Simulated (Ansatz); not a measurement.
Results of r²SCAN0 in Ansatz (plane waves, PAW) for fcc Pd.

Numerical settings: plane-wave cutoff 520 eV, 14×14×14 k mesh, Fermi–Dirac smearing 0.05 eV, scalar-relativistic PAW data made under PBE.

Computed at the level's own relaxed cell.

Q: Give the computed volume per atom, bulk modulus B0, lattice parameter a and pressure derivative B′ of the bulk modulus.

A: 
* **volume per atom**: 14.77 Å³/atom
* **bulk modulus B0**: 182 GPa
* **lattice parameter a**: 3.895 Å
* **pressure derivative B′ of the bulk modulus**: 5.8

Measured, for comparison: equilibrium volume per atom 14.56 Å³/atom, lattice constant a 3.876 Å (static lattice: zero-point anharmonic expansion removed; as tabulated in Mejia-Rodriguez and Trickey (2018), arXiv:1807.09216); bulk modulus 195 GPa (zero-point energy and finite temperature contributions removed, our sources range from 187 to 198; as tabulated in doi:10.1021/acs.jctc.3c00612). Computed (rounded) less measured: equilibrium volume per atom +1.4 %, bulk modulus -7 % (-3 % to -8 % over the range), lattice constant a +0.5 %.

The computed numbers hold no vibrational or temperature effects.

It cost roughly 21 core-minutes of CPU time.

Ansatz is an electronic-structure program.
